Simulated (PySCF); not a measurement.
Saddle search on CH7ClSi, singlet by partitioned rational-function steps on PBE0-D4/def2-TZVP gradients (PySCF 2.14 with density fitting (its default auxiliary sets; JK sets also for MP2 and CCSD(T))), from this start:

Si1  (-0.181, -0.633, 0.305)
Cl2  (2.005, -0.638, -0.950)
H3  (-0.371, -1.995, -0.256)
H4  (-0.954, -0.671, 1.601)
C5  (-0.719, 0.905, -0.591)
H6  (1.594, -0.358, 0.716)
H7  (1.081, -0.288, 1.456)
H8  (-0.172, 1.771, -0.185)
H9  (-1.797, 1.076, -0.434)
H10  (-0.487, 0.832, -1.662)
(Å)

```
step  energy less the last (meV)  largest force (eV/Å)  curvature followed (eV/Å²)
   1                        15.3                 0.297                      -11.51
   2                         6.4                 0.225                      -11.42
   3                         5.7                 0.240                      -11.40
   4                         5.5                 0.301                      -11.43
   5                         5.3                 0.317                      -11.42
   6                         4.1                 0.182                      -11.43
   7                         2.9                 0.048                      -11.40
   8                         1.6                 0.062                      -11.37
   9                         0.8                 0.073                      -11.35
  10                         0.4                 0.032                      -11.31
  11                         0.3                 0.045                      -11.31
  12                         0.2                 0.027                      -10.97
  13                         0.1                 0.035                      -10.96
  14                         0.2                 0.051                      -10.98
  15                         0.1                 0.011                      -10.95
  16                         0.0                 0.016                      -11.01
  17                         0.1                 0.028                      -11.01
  18                         0.0                 0.026                      -10.98
  19                         0.0                 0.013                      -10.98
  20                         0.0                 0.012                      -10.98
  21                         0.0                 0.023                      -10.99
  22                         0.0                 0.015                      -10.99
  23                         0.0                 0.025                      -10.98
  24                         0.0                 0.013                      -10.99
  25                         0.0                 0.022                      -10.99
  26                         0.0                 0.007                      -10.99
```

The search ended at:

Si1  (-0.179, -0.600, 0.315)
Cl2  (2.012, -0.548, -0.959)
H3  (-0.306, -1.970, -0.212)
H4  (-0.967, -0.609, 1.592)
C5  (-0.726, 0.910, -0.605)
H6  (1.576, -0.439, 0.733)
H7  (1.080, -0.412, 1.469)
H8  (-0.171, 1.779, -0.243)
H9  (-1.790, 1.082, -0.421)
H10  (-0.529, 0.808, -1.671)
(Å)
